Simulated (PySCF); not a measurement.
Si(F)4 anion (F4Si), SMILES [Si](F)(F)(F)F (connectivity only; charge and spin as stated), charge -1, multiplicity 2. Atoms are numbered in the order given.

```xyz
5

F      0.0000     1.7050    -0.4884
Si     0.0000     0.0000    -0.3022
F      0.0000    -1.7050    -0.4884
F      1.3164     0.0000     0.7235
F     -1.3164     0.0000     0.7235
```
Charge -1, spin multiplicity 2.

Coordinates come from a PBE0-D3(BJ)/def2-SVPD optimisation. The multiplicity is an assumed one; other spin states were not compared. The isomer is the one that the SMILES or the coordinates give; other isomers of the formula were not compared.

Method: PySCF with ωB97X/def2-SVPD.

Mulliken values depend strongly on the basis, most of all with diffuse functions as here. ESP charges are fitted to the potential on shells at 1.4 to 2.0 van der Waals radii. Atomic charges (e):

```csv
atom,Mulliken,ESP fit,meta-Löwdin,Mulliken spin
F1,-0.57,-0.35,[?],-0.01
Si2,1.42,0.13,[?],1.04
F3,-0.57,-0.35,[?],-0.01
F4,-0.64,-0.22,[?],-0.01
F5,-0.64,-0.22,[?],-0.01
```

Task: Some entries are withheld; supply them. (The exact figures need the calculation; the answer reports its results.)

Result: 
- F1, meta-Löwdin: -0.58
- Si2, meta-Löwdin: 1.29
- F3, meta-Löwdin: -0.58
- F4, meta-Löwdin: -0.56
- F5, meta-Löwdin: -0.56
